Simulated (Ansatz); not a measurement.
Basis-set extrapolation for CH$_{7}$N$_{3}$S (`NC(N)(N)S`) (PBE0-D4/def2-TZVP geometry, frozen core, Ansatz). Multiplicity 1, RHF reference.

|  | def2-TZVPP | def2-QZVPP |
| --- | --- | --- |
| HF | -602.913951 | -602.935186 |
| MP2 correlation | -0.997255 | -1.070421 |
| CCSD(T) correlation | -1.080597 | not run |

Energies in hartree. Use E(X) = E(∞) + A·exp(−7.88·√X) for Hartree–Fock and E(X) = E(∞) + B·X^(−2.97) for correlation, with X = 3 and 4, and add CCSD(T) minus MP2 of the smaller set to the MP2 limit.

Problem. What is the CCSD(T) energy at the basis-set limit?

Solution. HF limit: -602.935186 + (-0.021235) × 0.13774 = -602.93811. MP2 limit: -1.070421 + (-0.073166) × 0.74074 = -1.12462. Higher-order term: -1.080597 − (-0.997255) = -0.08334. Total: -604.14607 hartree, 95.1 kcal/mol below CCSD(T)/def2-TZVPP.
